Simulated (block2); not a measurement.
**[NO2]− (nitrite): DMRG/STO-6G**

Aim: the vertical singlet–triplet gap of [NO2]− (nitrite) at DMRG/STO-6G, from 2 runs. 

Program for the calculation: block2 0.5.4.

2 further runs of the same task are left out: 2 set aside as unsound or not needed.

## 1. Starting point

The species is [NO2]− (3 atoms), meant as a singlet with charge -1. SMILES: `O=N[O-]`. The shape is that of a GFN2-xTB optimisation.

Bond lengths: O1–N2 1.272 Å, N2–O3 1.272 Å. Angles: O1–N2–O3 117.3°.

## 2. The energy at DMRG/STO-6G

Contents of prepare.py:

```python
from pyscf import ao2mo, cc, dft, gto, mcscf, mp, scf
from pyscf.tools import fcidump

mol = gto.M(atom="""
O
N 1 1.27185
O 2 1.271943 1 117.29272
""", basis="sto-6g", charge=-1, verbose=3, max_memory=2000)
print("nao: %d" % (mol.nao))
mf = scf.RHF(mol)
mf.conv_tol = 1e-10
mf.max_cycle = 200
mf.kernel()
if not mf.converged:
    mf = mf.newton().run(mf.mo_coeff, mf.mo_occ)
print("reference energy: %.10f" % (mf.e_tot))
# single-reference ladder for comparison
ref = mf
pt = mp.MP2(ref, frozen=3).run()
mycc = cc.CCSD(ref, frozen=3)
mycc.max_cycle = 150
mycc.kernel()
print("MP2 total energy: %.10f" % (pt.e_tot))
if mycc.converged:
    print("E(CCSD): %.10f" % (mycc.e_tot))
    print(f"E(CCSD(T)): {mycc.e_tot + mycc.ccsd_t():.10f}")
    print("T1: %.4f" % (mycc.get_t1_diagnostic()))
# a few density functionals on the same geometry and basis
ks = dft.RKS(mol, xc="lda,vwn5").set(conv_tol=1e-9, verbose=3).run()
if ks.converged:
    print("E(SVWN5): %.8f" % (ks.e_tot))
ks = dft.RKS(mol, xc="bhandhlyp").set(conv_tol=1e-9, verbose=3).run()
if ks.converged:
    print("E(BHLYP): %.8f" % (ks.e_tot))
ks = dft.RKS(mol, xc="camb3lyp").set(conv_tol=1e-9, verbose=3).run()
if ks.converged:
    print("E(CAM-B3LYP): %.8f" % (ks.e_tot))
ks = dft.RKS(mol, xc="hse06").set(conv_tol=1e-9, verbose=3).run()
if ks.converged:
    print("E(HSE06): %.8f" % (ks.e_tot))
# natural orbitals of MP2 give a compact matrix product state
occ_no, mo = mcscf.addons.make_natural_orbitals(mp.MP2(mf, frozen=3).run())
mf.mo_coeff = mo
# FCIDUMP for the DMRG program
cas = mcscf.CASCI(mf, 12, 18)
h1, ecore = cas.get_h1eff()
fcidump.from_integrals("FCIDUMP", h1, cas.get_h2eff(), 12, 18, nuc=ecore, ms=0)
# exact diagonalisation in the same space
ci = mcscf.CASCI(mf, 12, (9, 9))
ci.fix_spin_(ss=0)
ci.fcisolver.conv_tol = 1e-10
ci.fcisolver.max_cycle = 200
ci.kernel()
print(f"exact diagonalisation: {ci.e_tot:.10f}")
```

Contents of dmrg.conf:

```
sym c1
orbitals FCIDUMP
nelec 18
spin 0
irrep 1
occ 2 2 2 2 2 2 2 2 2 0 0 0
cbias 0.3
schedule
0 25 1E-07 1E-03
4 50 1E-07 1E-04
7 75 1E-07 1E-04
9 100 1E-07 1E-05
12 100 1E-08 0.0
end
maxiter 18
sweep_tol 1E-06
gaopt default
mem 2g
num_thrds 1
prefix ./tmp
outputlevel 2
```

Launch:

```console
$ python prepare.py && block2main dmrg.conf
```

What it wrote:

```text
$ python prepare.py
nao: 15
converged SCF energy = -203.113530012362
reference energy: -203.1135300124
E(RMP2) = -203.271118897951  E_corr = -0.157588885588356
E(SCS-RMP2) = -203.271649551685  E_corr = -0.158119539322573
E(CCSD) = -203.2851112341507  E_corr = -0.171581221788409
MP2 total energy: -203.2711188980
E(CCSD): -203.2851112342
CCSD(T) correction = -0.0129766414410091
E(CCSD(T)): -203.2980878756
T1: 0.0231
converged SCF energy = -202.593843244837
E(SVWN5): -202.59384324
converged SCF energy = -204.021284075002
E(BHLYP): -204.02128408
converged SCF energy = -204.029215755164
E(CAM-B3LYP): -204.02921576
converged SCF energy = -203.947684949933
E(HSE06): -203.94768495
E(RMP2) = -203.271118897951  E_corr = -0.157588885588356
E(SCS-RMP2) = -203.271649551685  E_corr = -0.158119539322573
CASCI E = -203.300874750034  E(CI) = -74.1801637904649  S^2 = 0.0000000
exact diagonalisation: -203.3008747500

$ block2main dmrg.conf

[... 66 lines left out ...]
 --> Site =    2-   3 .. Mmps =   25 Ndav =  13 E =   -202.9639504089 Error = 3.12e-05 FLOPS = 1.22e+09 Tdav = 0.01 T = 0.01
[... 37 lines left out ...]
 --> Site =    0-   1 .. Mmps =    3 Ndav =   1 E =   -203.2947527268 Error = 0.00e+00 FLOPS = 2.19e+08 Tdav = 0.00 T = 0.00
[... 28 lines left out ...]
 <-- Site =    1-   2 .. Mmps =   25 Ndav =   3 E =   -203.2990497695 Error = 4.55e-06 FLOPS = 6.19e+08 Tdav = 0.00 T = 0.00
[... 37 lines left out ...]
 <-- Site =    3-   4 .. Mmps =   50 Ndav =   6 E =   -203.3007738836 Error = 8.68e-06 FLOPS = 2.44e+09 Tdav = 0.01 T = 0.03
[... 37 lines left out ...]
 <-- Site =    5-   6 .. Mmps =   75 Ndav =   3 E =   -203.3007882113 Error = 1.92e-07 FLOPS = 3.13e+09 Tdav = 0.02 T = 0.06
[... 37 lines left out ...]
 <-- Site =    7-   8 .. Mmps =  100 Ndav =   2 E =   -203.3008551356 Error = 1.87e-13 FLOPS = 2.30e+09 Tdav = 0.01 T = 0.02
[... 37 lines left out ...]
 <-- Site =    9-  10 .. Mmps =   10 Ndav =   1 E =   -203.3008734078 Error = 0.00e+00 FLOPS = 1.38e+09 Tdav = 0.00 T = 0.01
[... 23 lines left out ...]
 --> Site =    5-   6 .. Mmps =  100 Ndav =   3 E =   -203.3008745657 Error = 8.82e-09 FLOPS = 3.91e+09 Tdav = 0.07 T = 0.11
 --> Site =    6-   7 .. Mmps =  100 Ndav =   2 E =   -203.3008745560 Error = 1.26e-13 FLOPS = 3.76e+09 Tdav = 0.03 T = 0.08
 --> Site =    7-   8 .. Mmps =   69 Ndav =   2 E =   -203.3008745622 Error = 6.01e-14 FLOPS = 2.97e+09 Tdav = 0.01 T = 0.04
 --> Site =    8-   9 .. Mmps =   34 Ndav =   1 E =   -203.3008745622 Error = 2.39e-15 FLOPS = 1.83e+09 Tdav = 0.00 T = 0.01
 --> Site =    9-  10 .. Mmps =   10 Ndav =   1 E =   -203.3008745622 Error = 2.16e-17 FLOPS = 5.71e+08 Tdav = 0.00 T = 0.01
 --> Site =   10-  11 .. Mmps =    3 Ndav =   1 E =   -203.3008745622 Error = 1.52e-16 FLOPS = 4.85e+07 Tdav = 0.00 T = 0.00
[... 8 lines left out ...]
Final canonical form =  LLLLLLLLLLLC 10
DMRG Energy = -203.300874565678782
```

It took 11 s on 1 thread of Arm Neoverse V2, shared host; peak memory 0.18 GiB.

## 3. The triplet: a single-point energy at DMRG/STO-6G

Contents of prepare.py:

```python
from pyscf import ao2mo, cc, dft, gto, mcscf, mp, scf
from pyscf.tools import fcidump

mol = gto.M(atom="""
O      0.332300     1.015250     0.295330
N      0.330220    -0.248730     0.154080
O     -0.662520    -0.766520    -0.449410
""", basis="sto-6g", charge=-1, spin=2, verbose=3, max_memory=2000)
print("basis functions         : %d" % (mol.nao))
mf = scf.ROHF(mol)
mf.conv_tol = 1e-10
mf.max_cycle = 200
mf.kernel()
if not mf.converged:
    mf = mf.newton().run(mf.mo_coeff, mf.mo_occ)
print("E(SCF)                  : %.10f" % (mf.e_tot))
ref = scf.UHF(mol).run(mf.make_rdm1(), conv_tol=1e-10)
pt = mp.MP2(ref, frozen=3).run()
mycc = cc.CCSD(ref, frozen=3)
mycc.max_cycle = 150
mycc.kernel()
print(f"E(MP2)                  : {pt.e_tot:.10f}")
if mycc.converged:
    print("E(CCSD)                 : %.10f" % (mycc.e_tot))
    print(f"E(CCSD(T))              : {mycc.e_tot + mycc.ccsd_t():.10f}")
ks = dft.UKS(mol, xc="lda,vwn5").set(conv_tol=1e-9, verbose=3).run(mf.make_rdm1())
if ks.converged:
    print("E(SVWN5)                : %.8f" % (ks.e_tot))
ks = dft.UKS(mol, xc="bhandhlyp").set(conv_tol=1e-9, verbose=3).run(mf.make_rdm1())
if ks.converged:
    print("E(BHLYP)                : %.8f" % (ks.e_tot))
ks = dft.UKS(mol, xc="camb3lyp").set(conv_tol=1e-9, verbose=3).run(mf.make_rdm1())
if ks.converged:
    print("E(CAM-B3LYP)            : %.8f" % (ks.e_tot))
ks = dft.UKS(mol, xc="hse06").set(conv_tol=1e-9, verbose=3).run(mf.make_rdm1())
if ks.converged:
    print(f"E(HSE06)                : {ks.e_tot:.8f}")
occ_no, mo = mcscf.addons.make_natural_orbitals(mp.MP2(mf.to_uhf(), frozen=3).run())
mf.mo_coeff = mo
cas = mcscf.CASCI(mf, 12, 18)
h1, ecore = cas.get_h1eff()
fcidump.from_integrals("FCIDUMP", h1, cas.get_h2eff(), 12, 18, nuc=ecore, ms=2)
ci = mcscf.CASCI(mf, 12, (10, 8))
ci.fix_spin_(ss=2)
ci.fcisolver.conv_tol = 1e-10
ci.fcisolver.max_cycle = 200
ci.kernel()
print("exact diagonalisation   : %.10f" % (ci.e_tot))
```

Contents of dmrg.conf:

```
sym c1
orbitals FCIDUMP
nelec 18
spin 2
irrep 1
occ 2 2 2 2 2 2 2 2 1 1 0 0
cbias 0.3
schedule
0 25 1E-09 1E-04
4 50 1E-09 1E-04
8 100 1E-09 1E-05
12 100 1E-10 0.0
end
maxiter 18
sweep_tol 1E-07
fiedler
mem 2g
num_thrds 1
prefix ./tmp
outputlevel 2
onepdm
```

Launch:

```console
$ python prepare.py && block2main dmrg.conf
```

What it wrote:

```text
$ python prepare.py
basis functions         : 15
converged SCF energy = -203.07094597668
E(SCF)                  : -203.0709459767
converged SCF energy = -203.078386911586  <S^2> = 2.0253571  2S+1 = 3.0168573
E(UMP2) = -203.188725265767  E_corr = -0.110338354180855
E(SCS-UMP2) = -203.175185054475  E_corr = -0.0967981428887303
E(UCCSD) = -203.213416138122  E_corr = -0.1350292265360847
E(MP2)                  : -203.1887252658
E(CCSD)                 : -203.2134161381
UCCSD(T) correction = -0.00653995148966442
E(CCSD(T))              : -203.2199560896

WARN: HOMO 0.428707808239107 >= LUMO 0.372678373914902

WARN: HOMO 0.463046822084082 >= LUMO 0.381094381686578

WARN: HOMO 0.435876033239291 >= LUMO 0.372691144409966

WARN: HOMO 0.434840252561576 >= LUMO 0.371474633749172

WARN: HOMO 0.434850753896039 >= LUMO 0.371469237762251

WARN: HOMO 0.434918223468852 >= LUMO 0.371475824047669

WARN: HOMO 0.434920453004463 >= LUMO 0.371481302691476

WARN: HOMO 0.434920810194774 >= LUMO 0.371481663606676

WARN: HOMO 0.434920669335516 >= LUMO 0.371481580152102

[... 80 lines left out ...]
 --> Site =    1-   2 .. Mmps =   10 Ndav =  24 E =   -201.6173231593 Error = 0.00e+00 FLOPS = 7.40e+08 Tdav = 0.01 T = 0.01
[... 39 lines left out ...]
 --> Site =    1-   2 .. Mmps =   10 Ndav =   3 E =   -203.1710776773 Error = 0.00e+00 FLOPS = 5.24e+08 Tdav = 0.00 T = 0.01
[... 39 lines left out ...]
 --> Site =    1-   2 .. Mmps =   10 Ndav =   3 E =   -203.2150125845 Error = 0.00e+00 FLOPS = 5.09e+08 Tdav = 0.00 T = 0.01
[... 39 lines left out ...]
 --> Site =    1-   2 .. Mmps =   10 Ndav =   1 E =   -203.2217980618 Error = 0.00e+00 FLOPS = 9.15e+08 Tdav = 0.00 T = 0.01
[... 39 lines left out ...]
 --> Site =    1-   2 .. Mmps =   10 Ndav =   1 E =   -203.2217863196 Error = 0.00e+00 FLOPS = 9.40e+08 Tdav = 0.00 T = 0.01
[... 39 lines left out ...]
 --> Site =    1-   2 .. Mmps =   10 Ndav =   1 E =   -203.2226824044 Error = 0.00e+00 FLOPS = 1.42e+09 Tdav = 0.00 T = 0.01
[... 39 lines left out ...]
 --> Site =    1-   2 .. Mmps =   10 Ndav =   1 E =   -203.2226825158 Error = 0.00e+00 FLOPS = 1.41e+09 Tdav = 0.00 T = 0.01
[... 56 lines left out ...]
 <-- Site =    5-   6 .. Nterms =           13 Error =  0.000000010577/ 0.000000000000 FLOPS = 3.45e+09 Tmult = 0.00 T = 0.01
 <-- Site =    4-   5 .. Nterms =           15 Error =  0.000001494570/ 0.000000000000 FLOPS = 3.16e+09 Tmult = 0.00 T = 0.01
 <-- Site =    3-   4 .. Nterms =           17 Error =  0.000000253259/ 0.000000000000 FLOPS = 2.25e+09 Tmult = 0.00 T = 0.01
 <-- Site =    2-   3 .. Nterms =           19 Error =  0.000000000000/ 0.000000000000 FLOPS = 1.68e+09 Tmult = 0.00 T = 0.01
 <-- Site =    1-   2 .. Nterms =           21 Error =  0.000000000000/ 0.000000000000 FLOPS = 1.23e+09 Tmult = 0.00 T = 0.01
 <-- Site =    0-   1 .. Nterms =           23 Error =  0.000000000000/ 0.000000000000 FLOPS = 9.68e+08 Tmult = 0.00 T = 0.01
[... 7 lines left out ...]
NPDM Sorting | Nsites =    12 | Nmaxops =  2 | DotSite = 2 | SymbolFree = T | Compressed = T | LowMem = F | Mem = 1.12 KB
 Site =     0 ..  T = 0.000
 Site =     1 ..  T = 0.000
 Site =     2 ..  T = 0.000
 Site =     3 ..  T = 0.000
 Site =     4 ..  T = 0.000
 Site =     5 ..  T = 0.000
 Site =     6 ..  T = 0.000
 Site =     7 ..  T = 0.000
 Site =     8 ..  T = 0.000
 Site =     9 ..  T = 0.000
 Site =    10 ..  T = 0.000
Ttotal =      0.000

DMRG OCC =   1.998 1.998 1.988 1.977 1.972 1.950 1.945 1.947 1.070 1.060 0.051 0.042
```

Wall time 15 s (1 thread of Arm Neoverse V2, shared host); peak memory 0.19 GiB.

## 4. Summary of results

At DMRG/STO-6G, 3 core orbitals frozen:

```
                                          quantity          value
                  run 1, DMRG/STO-6G: total energy  -203.30087 Eh
run 1, DMRG/STO-6G: T1 diagnostic of the CCSD step          0.023
                             triplet: total energy  -203.22269 Eh
  vertical energy of the triplet above the singlet       2.127 eV
```

What this shows: At this shape the triplet lies 2.13 eV (205 kJ/mol) above the singlet. In a minimal basis such a difference can be off by several eV, whatever the method. The T1 diagnostic (run 1, DMRG/STO-6G) of 0.023 is above the customary mark for such species, so a single reference may not serve.
